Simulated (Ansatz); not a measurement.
We consider hcp Zn, described by PBEsol (PAW; Ansatz, a quantum-chemistry and plane-wave program).

Settings: plane-wave cutoff 520 eV, 24×24×12 k mesh (along the axes of the cell as run), Fermi–Dirac smearing 0.05 eV, scalar-relativistic PAW data made under PBE.

The cell is scaled about its equilibrium volume:

Shape and atoms are relaxed at each volume.

```csv
V (Å³/atom),P (GPa),c (Å),a (Å)
13.654,3.47,4.720,2.585
13.938,1.76,4.809,2.587
14.223,0.00,4.866,2.598
14.507,-1.56,4.922,2.609
14.791,-2.91,4.980,2.619
```

Note: the bulk modulus comes from volumes at which shape and atoms were relaxed.
